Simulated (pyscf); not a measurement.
Optimised with ωB97X-D3(BJ)/def2-SVP in PySCF.

**Question.** F–SiH₂⁺ + hydrogen (H₂) -> SiH₃⁺ + hydrogen fluoride (HF)
Surface: singlet. Broken: F–Si, H–H. Formed: H–Si, F–H. Give ΔE‡ and ΔE from ωB97M-D3(BJ)/def2-TZVP, relative to the separated reactants.

**Answer.** ΔE‡ = 20.1 kcal/mol, ΔE = +24.7 kcal/mol. Zero-point energy shifts the barrier by +3.6 kcal/mol. It is a four-centre exchange, with an imaginary mode of 1479i cm⁻¹. On the reactant side the descent ends in a bound adduct, 13.5 kcal/mol under the separated species and 33.1 kcal/mol under the saddle at ωB97X-D3(BJ)/def2-TZVP. On the product side the descent ends in an adduct with a F–Si contact, 33.1 kcal/mol under the separated species and 28.5 kcal/mol under the saddle at ωB97X-D3(BJ)/def2-TZVP. At ωB97M-D3(BJ) the saddle lies under the separated products, which points to a path from their complex (located at ωB97X-D3(BJ) alone), and parting the products costs more than the saddle. What is counted as broken (F–Si) persists as a longer contact in the product adduct; parting that adduct is a step of its own. This is the saddle that the search found; another between the same sides may lie lower.
